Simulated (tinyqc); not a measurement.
Ways to converge the cycle: SCF convergence aids in the sto-3g basis, for LiH, spin multiplicity 3. Computed by the program tinyqc with PySCF. Command: `OMP_NUM_THREADS=1 python tinyqc.py 114205 114206 out.jsonl`; one thread of a shared host (Intel(R) Xeon(R) Processor @ 2.60GHz), about 0.9 s.

Geometry (angstrom):
```
atom,x,y,z
Li,0.0000,0.0000,0.0000
H,0.0000,0.0000,2.4540
```

lowest solution found by these runs and by PySCF with stability checks = -7.777717 hartree

UHF with one setting changed at a time; a run stops when the energy changes by less than 1e-09 hartree and the error matrix is below 1e-5. The start is the Wolfsberg-Helmholz matrix. Damping d keeps d of the old density; a shift (hartree) raises the virtual levels; DIIS n extrapolates F over n matrices.

Largest element of the error matrix X^T (FDS - SDF) X:
```
iteration,plain,damping 0.3,damping 0.6,shift 0.4,DIIS 3,DIIS 8
1,1.6e-01,1.6e-01,1.6e-01,1.6e-01,1.6e-01,1.6e-01
2,6.0e-02,9.1e-02,1.2e-01,1.0e-01,6.0e-02,6.0e-02
3,2.1e-02,5.0e-02,9.1e-02,6.1e-02,6.2e-03,6.2e-03
4,7.7e-03,2.7e-02,6.8e-02,3.5e-02,4.0e-04,4.0e-04
5,2.9e-03,1.5e-02,5.0e-02,2.0e-02,2.8e-05,3.2e-05
6,1.2e-03,8.3e-03,3.7e-02,1.2e-02,2.4e-06,9.7e-07
8,1.9e-04,2.6e-03,2.0e-02,4.1e-03,-,-
10,3.2e-05,8.2e-04,1.1e-02,1.7e-03,-,-
14,-,9.4e-05,3.5e-03,2.9e-04,-,-
20,-,3.8e-06,6.1e-04,2.0e-05,-,-
30,-,-,3.8e-05,-,-,-
```

How each run ends:
```
run,iterations,E (hartree),state
plain,12,-7.708162,higher
damping 0.3,20,-7.708162,higher
damping 0.6,39,-7.708162,higher
shift 0.4,22,-7.708162,higher
DIIS 3,7,-7.708162,higher
DIIS 8,7,-7.708162,higher
```

No run reaches the lowest solution found. Ending on a higher stationary point: plain, damping 0.3, damping 0.6, shift 0.4, DIIS 3, DIIS 8; a small error matrix cannot reveal that, and an occupation fixed by the start is kept by symmetry or by the shape of the basin. Plain steps already contract here, so damping only slows them. DIIS 3 and DIIS 8 gain by cancelling the error over several earlier matrices, much as a quasi-Newton step does.
